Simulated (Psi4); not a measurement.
Psi4 input (wB97X-D/6-31G*):

```
memory 1500 MB

molecule {
-1 1
C    -0.10644814    0.00012443    0.65826033
C    -0.01250920    1.23540580   -0.20866068
C    -0.01309094   -1.23546271   -0.20828770
H     0.75140505    0.00002762    1.35496915
H     0.06818934    2.15573248    0.38660255
H     0.06717427   -2.15564754    0.38725335
H     0.85621810    1.26051106   -0.94069973
H    -0.90284048    1.36033553   -0.84804432
H    -0.90348099   -1.36016621   -0.84763366
H     0.85562439   -1.26119803   -0.94031908
symmetry c1
no_reorient
no_com
}

set {
  basis 6-31G*
  reference rks
  scf_type pk
  dft_radial_points 99
  dft_spherical_points 590
  e_convergence 1e-8
  d_convergence 1e-7
  maxiter 150
}

e = energy('wb97x-d')
print_out(f'\nFINAL {e:.10f} DIPOLE {variable("CURRENT DIPOLE")[0]:.6f} {variable("CURRENT DIPOLE")[1]:.6f} {variable("CURRENT DIPOLE")[2]:.6f}\n')
```

Output:

```
   => Loading Basis Set <=

    Name: 6-31G*
    Role: ORBITAL
    Keyword: BASIS
    atoms 1-3  entry C          line   111 file 6-31gs.gbs
    atoms 4-10 entry H          line    44 file 6-31gs.gbs

   => WB97X-D: Empirical Dispersion <=

    Chai and Head-Gordon Dispersion Correction
    Chai, J.-D.; Head-Gordon, M. (2010), J. Chem. Phys., 132: 6615-6620

        s6 =       1.000000

         ---------------------------------------------------------
                                   SCF
               by Justin Turney, Rob Parrish, Andy Simmonett
                          and Daniel G. A. Smith
                              RKS Reference
         ---------------------------------------------------------

  ==> Geometry <==

    Molecular point group: c1
    Full point group: C1

    Geometry (in Angstrom), charge = -1, multiplicity = 1:

       Center              X                  Y                   Z               Mass
    ------------   -----------------  -----------------  -----------------  -----------------
         C           -0.106448140000     0.000124430000     0.658260330000    12.000000000000
         C           -0.012509200000     1.235405800000    -0.208660680000    12.000000000000
         C           -0.013090940000    -1.235462710000    -0.208287700000    12.000000000000
         H            0.751405050000     0.000027620000     1.354969150000     1.007825032230
         H            0.068189340000     2.155732480000     0.386602550000     1.007825032230
         H            0.067174270000    -2.155647540000     0.387253350000     1.007825032230
         H            0.856218100000     1.260511060000    -0.940699730000     1.007825032230
         H           -0.902840480000     1.360335530000    -0.848044320000     1.007825032230
         H           -0.903480990000    -1.360166210000    -0.847633660000     1.007825032230
         H            0.855624390000    -1.261198030000    -0.940319080000     1.007825032230

  Running in c1 symmetry.

  Rotational constants: A =      1.09000  B =      0.29698  C =      0.26110 [cm^-1]
  Rotational constants: A =  32677.40108  B =   8903.09639  C =   7827.46154 [MHz]
  Nuclear repulsion =   75.329282376225294

  Charge       = -1
  Multiplicity = 1
  Electrons    = 26
  Nalpha       = 13
  Nbeta        = 13

  ==> Algorithm <==

  SCF Algorithm Type is PK.
  DIIS enabled.
  MOM disabled.
  Fractional occupation disabled.
  Guess Type is SAD.
  Energy threshold   = 1.00e-08
  Density threshold  = 1.00e-07
  Integral threshold = 1.00e-12

  ==> Primary Basis <==

  Basis Set: 6-31G*
    Blend: 6-31G*
    Number of shells: 32
    Number of basis functions: 59
    Number of Cartesian functions: 59
    Spherical Harmonics?: false
    Max angular momentum: 2

  ==> DFT Potential <==

   => LibXC <=

    Version 7.1.2
    S. Lehtola, C. Steigemann, M. J. T. Oliveira, and M. A. L. Marques,  SoftwareX 7, 1–5 (2018) (10.1016/j.softx.2017.11.002)

   => Composite Functional: WB97X-D <=

    wB97X-D Hyb-GGA Exchange-Correlation Functional

    J.-D. Chai and M. Head-Gordon,  Phys. Chem. Chem. Phys. 10, 6615–6620 (2008) (10.1039/B810189B)

    Deriv               =              1
    GGA                 =           TRUE
    Meta                =          FALSE

    Exchange Hybrid     =           TRUE
    MP2 Hybrid          =          FALSE

   => Exchange-Correlation Functionals <=

    1.0000   wB97X-D range-separated functional

   => Exact (HF) Exchange <=

    0.7780            HF,LR [omega = 0.2000]
    0.2220               HF

   => LibXC Density Thresholds  <==

    XC_HYB_GGA_XC_WB97X_D:  1.00E-14

   => Molecular Quadrature <=

    Radial Scheme          =       TREUTLER
    Pruning Scheme         =           NONE
    Nuclear Scheme         =       TREUTLER

    Blocking Scheme        =         OCTREE
    BS radius alpha        =              1
    Pruning alpha          =              1
    Radial Points          =             99
    Spherical Points       =            590
    Total Points           =         549585
    Total Blocks           =           3888
    Max Points             =            256
    Max Functions          =             59
    Weights Tolerance      =       1.00E-15

  ==> Integral Setup <==

  Using in-core PK algorithm.
   Calculation information:
      Number of atoms:                  10
      Number of AO shells:              32
      Number of primitives:             73
      Number of atomic orbitals:        59
      Number of basis functions:        59

      Integral cutoff                 1.00e-12
      Number of threads:                 1

  Performing in-core PK
  Using 4702005 doubles for integral storage.
  We computed 138328 shell quartets total.
  Whereas there are 139656 unique shell quartets.

  Computing range-separated integrals for PK
  We computed 138328 wK shell quartets total.
  Whereas there are 139656 wK unique shell quartets.

  ==> DiskJK: Disk-Based J/K Matrices <==

    J tasked:                  Yes
    K tasked:                  Yes
    wK tasked:                 Yes
    Omega:               2.000E-01
    Schwarz Cutoff:          1E-12


  Cached 100.0% of DFT collocation blocks in 0.859 [GiB].

  Minimum eigenvalue in the overlap matrix is 6.4873081855E-03.
  Reciprocal condition number of the overlap matrix is 9.6999057318E-04.
    Using symmetric orthogonalization.

  ==> Pre-Iterations <==

  SCF Guess: Superposition of Atomic Densities via on-the-fly atomic UHF (no occupation information).

   -------------------------
    Irrep   Nso     Nmo
   -------------------------
     A         59      59
   -------------------------
    Total      59      59
   -------------------------

  ==> Iterations <==

                        Total Energy        Delta E     RMS |[F,P]|

   @RKS iter SAD:  -117.63158996428982   -1.17632e+02   0.00000e+00
   @RKS iter   1:  -118.05051196411318   -4.18922e-01   1.29095e-02 ADIIS/DIIS
   @RKS iter   2:  -118.15079898765288   -1.00287e-01   1.13386e-02 ADIIS/DIIS
   @RKS iter   3:  -118.38819420540585   -2.37395e-01   5.23358e-04 ADIIS/DIIS
   @RKS iter   4:  -118.38876708731101   -5.72882e-04   2.77190e-04 ADIIS/DIIS
   @RKS iter   5:  -118.38890919013052   -1.42103e-04   7.31028e-05 DIIS
   @RKS iter   6:  -118.38892019500426   -1.10049e-05   1.08427e-05 DIIS
   @RKS iter   7:  -118.38892061043313   -4.15429e-07   2.25054e-06 DIIS
   @RKS iter   8:  -118.38892065701253   -4.65794e-08   7.48123e-07 DIIS
   @RKS iter   9:  -118.38892066416268   -7.15015e-09   2.00735e-07 DIIS
   @RKS iter  10:  -118.38892066476478   -6.02100e-10   4.44377e-08 DIIS
  Energy and wave function converged.

  ==> Post-Iterations <==

   Electrons on quadrature grid:
      Ntotal   =   25.9999997349 ; deviation = -2.651e-07

    Orbital Energies [Eh]
    ---------------------

    Doubly Occupied:

       1A    -10.061129     2A    -10.061119     3A     -9.972129
       4A     -0.612249     5A     -0.541043     6A     -0.395941
       7A     -0.288530     8A     -0.266338     9A     -0.247392
      10A     -0.224712    11A     -0.162722    12A     -0.153309
      13A      0.045441

    Virtual:

      14A      0.379232    15A      0.420938    16A      0.429086
      17A      0.451746    18A      0.467241    19A      0.475579
      20A      0.482876    21A      0.557879    22A      0.611924
      23A      0.833288    24A      0.839684    25A      0.903555
      26A      0.904809    27A      0.916911    28A      0.978990
      29A      1.068631    30A      1.078217    31A      1.103149
      32A      1.146048    33A      1.191524    34A      1.199824
      35A      1.217210    36A      1.232409    37A      1.270643
      38A      1.299322    39A      1.312992    40A      1.659239
      41A      1.712597    42A      1.826552    43A      1.847376
      44A      2.090714    45A      2.120403    46A      2.271624
      47A      2.326850    48A      2.369990    49A      2.415794
      50A      2.530422    51A      2.568089    52A      2.621700
      53A      2.744456    54A      2.783214    55A      2.928927
      56A      3.065084    57A      4.474861    58A      4.593574
      59A      4.793412

    Final Occupation by Irrep:
              A
    DOCC [    13 ]
    NA   [    13 ]
    NB   [    13 ]

  @RKS Final Energy:  -118.38892066476478

   => Energetics <=

    Nuclear Repulsion Energy =             75.3292823762252937
    One-Electron Energy =                -312.9198998024434104
    Two-Electron Energy =                 132.0389521129961565
    DFT Exchange-Correlation Energy =     -12.8341733427058493
    Empirical Dispersion Energy =          -0.0030820088370045
    VV10 Nonlocal Energy =                  0.0000000000000000
    Total Energy =                       -118.3889206647647967

Computation Completed

Properties will be evaluated at   0.000000,   0.000000,   0.000000 [a0]

Properties computed using the SCF density matrix

 Multipole Moments:

 ------------------------------------------------------------------------------------
     Multipole            Electronic (a.u.)      Nuclear  (a.u.)        Total (a.u.)
 ------------------------------------------------------------------------------------

 L = 1.  Multiply by 2.5417464519 to convert [e a0] to [Debye]
 Dipole X            :          0.2292078           -0.0000000            0.2292078
 Dipole Y            :         -0.0001519            0.0000001           -0.0001519
 Dipole Z            :         -0.6486622           -0.0000001           -0.6486623
 Magnitude           :                                                    0.6879673

 ------------------------------------------------------------------------------------

FINAL -118.3889206648 DIPOLE 0.229208 -0.000152 -0.648662

*** Psi4 exiting successfully. Buy a developer a beer!
```

The dipole moment of an ion depends on the origin.
